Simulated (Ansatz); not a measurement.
# BClFH: single point in a Gaussian basis in Python

Aim: a single point in a Gaussian basis, for BClFH, run from a script.

All numbers are computed with the Python package of Ansatz 0.2.0. Level of theory: r2SCAN+D4/cc-pVDZ.

## Step 1: The system

Bond lengths: F1–B2 1.475 Å, B2–Cl3 1.874 Å, B2–H4 1.170 Å. Angles: F1–B2–Cl3 122.4°, F1–B2–H4 114.0°, Cl3–B2–H4 123.6°.

The script holds or builds the structure itself.

## Step 2: The script

bclfh_energy.py

```python
import json
import sys

import ansatz as az
from ase import Atoms
import numpy as np
import pandas as pd


def main() -> None:
    atoms = Atoms(["F", "B", "Cl", "H"], positions=[
        [1.3983, 0.2669, -0.4519],
        [0.0704, -0.0912, 0.0817],
        [-1.5179, 0.6005, -0.6331],
        [0.1048, -0.8365, 0.983],
    ])
    molecule = az.Crystal.molecule_from_ase(atoms)

    model = (
        molecule.calculation()
        .basis(gaussian="cc-pVDZ")
        .functional("r2scan", dispersion="d4")
        .forces()
    )
    try:
        r = model.run(threads=1, backend="cpu").report
    except az.AnsatzError as error:
        sys.exit(f"{type(error).__name__}: {error}")

    for key in ("converged", "free_energy_ev", "reference_energy_ev", "n_frozen", "n_occupied", "n_virtual"):
        print(f"{key:22s} {r[key]}")

    state = r["mean_field"]["state"]
    print(f"mean field: {state['energy']['hartree']:.7f} Ha, <S^2> = {abs(state['spin_squared']):.4f}, stability: {state.get('stability', {}).get('kind')}")

    symbols = [site.symbol for site in molecule.cartesian_sites]
    print("forces (eV/A)")
    for symbol, f in zip(symbols, r["forces_ev_ang"]):
        print(f"  {symbol:2s} {f[0]:9.4f} {f[1]:9.4f} {f[2]:9.4f}")

    charges = r["charge_distribution"]
    table = pd.DataFrame({"atom": symbols, "mulliken": charges["mulliken_charges_e"], "lowdin": charges["lowdin_charges_e"]})
    print(table.round(3).to_string())
    print("dipole (e A):", np.round(charges["dipole_moment_e_ang"], 4) + 0.0)
    with open("bclfh.json", "w") as handle:
        json.dump({k: r[k] for k in ("free_energy_ev", "reference_energy_ev", "n_occupied", "n_virtual")}, handle, indent=1)


if __name__ == "__main__":
    main()
```

## Step 3: The run

Command:

```sh
python bclfh_energy.py
```

Q: Predict the main results. Wanted: total energy; largest force; dipole moment.

As calculated:

| quantity | value |
| --- | --- |
| total energy | -15931.7319 eV |
| largest force | 4.318 eV/Å |
| dipole moment | 1.09 D |

What this shows: Forces reach 4.32 eV/Å, so the atoms aren't at rest. What to keep in mind:
- The geometry is a force-field or estimated start, not a minimum of this method, and the basis set is short of its limit.
- The Löwdin charges here are taken after orthogonalising the functions within each atom; they differ from plain Löwdin charges, and their signs can be unphysical.
- Total less reference energy is the dispersion correction.
